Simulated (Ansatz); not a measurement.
# H₃NO: geometry and frequencies at several levels

The task, for H₃NO: geometry and frequencies at several levels.

Method: the levels named in each step, in Ansatz 0.2.0.

## (1) Starting point

Bond lengths: N1–O2 1.423 Å, N1–H3 1.015 Å, N1–H4 1.015 Å, O2–H5 0.958 Å. Angles: N1–O2–H5 102.8°, O2–N1–H3 104.5°, O2–N1–H4 104.5°, H3–N1–H4 105.8°.

Coordinates:

```xyz
5

N    -0.5089    0.3244    0.4009
O     0.5010   -0.3066   -0.3774
H    -1.1765   -0.4143    0.5988
H    -0.9745    0.9522   -0.2468
H     1.2998   -0.1186    0.1173
```

## (2) Frequencies, PBE0-D4/def2-TZVPP

input.yaml

```yaml
crystal:
  periodic: [false, false, false]
  atoms:
    - { symbol: "N", position_ang: [-0.50885887, 0.32435465, 0.40092078] }
    - { symbol: O, position_ang: [0.50100041, -0.30662919, -0.37744382] }
    - { symbol: H, position_ang: [-1.17654374, -0.41434338, 0.59881274] }
    - { symbol: H, position_ang: [-0.97447273, 0.95224277, -0.24684393] }
    - { symbol: H, position_ang: [1.29975493, -0.11856485, 0.11731423] }
basis:
  gaussian: { orbitals: def2-TZVPP }
hamiltonian:
  xc: pbe0
  dispersion: d4
phonons: {}
```

Run with:

```
$ ansatz run input.yaml --threads 2 --pin off --max-ram 5120MiB --backend cpu --events-out ev --progress --plain --runs-dir out
```

The runs that follow: Relaxation, PBE-D4/def2-TZVPP; Frequencies, PBE-D4/def2-TZVPP; Relaxation, r2SCAN-D4/def2-TZVPP; Frequencies, r2SCAN-D4/def2-TZVPP; Relaxation, B3LYP-D4/def2-TZVPP; Frequencies, B3LYP-D4/def2-TZVPP; Relaxation, B2PLYP/def2-TZVPP; Frequencies, B2PLYP/def2-TZVPP.

Before running it: what results should come out? Wanted: N1–O2 at B2PLYP/def2-TZVPP; frequencies at B2PLYP/def2-TZVPP.

The runs gave:

```
                        quantity             value
      N1–O2 at B2PLYP/def2-TZVPP           1.443 Å
frequencies at B2PLYP/def2-TZVPP  417 to 3848 cm⁻¹
```

The N–O distance spreads over 0.012 Å, from B2PLYP/def2-TZVPP (shortest) to PBE-D4/def2-TZVPP. No mode is imaginary, so the geometry is a minimum.
